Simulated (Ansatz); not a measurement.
Crystal: HgO3, ReO3 type, 4 atoms in the cell.

These are results of PBE, plane waves, PAW datasets (generated soft set 1) in Ansatz 0.2.0 development build, not measurements.

Cutoff 420 eV; k-mesh 26×26×26 Γ-centred; Fermi–Dirac smearing of 0.0612 eV; no spin polarisation; no spin–orbit coupling.

```json
{"V (Å³/atom)": "17.051", "a (Å)": "4.0857", "E − E(min) (meV/atom)": "14.90", "P (GPa)": "4.65"}
{"V (Å³/atom)": "17.414", "a (Å)": "4.1145", "E − E(min) (meV/atom)": "6.37", "P (GPa)": "2.92"}
{"V (Å³/atom)": "17.777", "a (Å)": "4.1429", "E − E(min) (meV/atom)": "1.54", "P (GPa)": "1.38"}
{"V (Å³/atom)": "18.140", "a (Å)": "4.1709", "E − E(min) (meV/atom)": "0.00", "P (GPa)": "0.01"}
{"V (Å³/atom)": "19.228", "a (Å)": "4.2527", "E − E(min) (meV/atom)": "11.54", "P (GPa)": "-3.21"}
```

Problem. Fit a third-order Birch–Murnaghan equation of state to the energies.

Solution. V₀ = 18.143 Å³/atom (a₀ = 4.171 Å), B₀ = 64.1 GPa, B₀′ = 5.03.

The published all-electron PBE values for this crystal (mean of FLEUR and WIEN2k, k-spacing 0.06 Å⁻¹; Bosoni et al., Nat. Rev. Phys. 6, 45 (2024)) are V₀ = 18.158 Å³/atom, B₀ = 64.0 GPa, B₀′ = 5.03.

The stress includes the program's correction for the finite plane-wave basis.

This cubic structure is a model: it isn't the usual form of the substance at ambient conditions, and such phases are metastable or hypothetical. Spin polarisation is left out, and a magnetic state may lie lower.
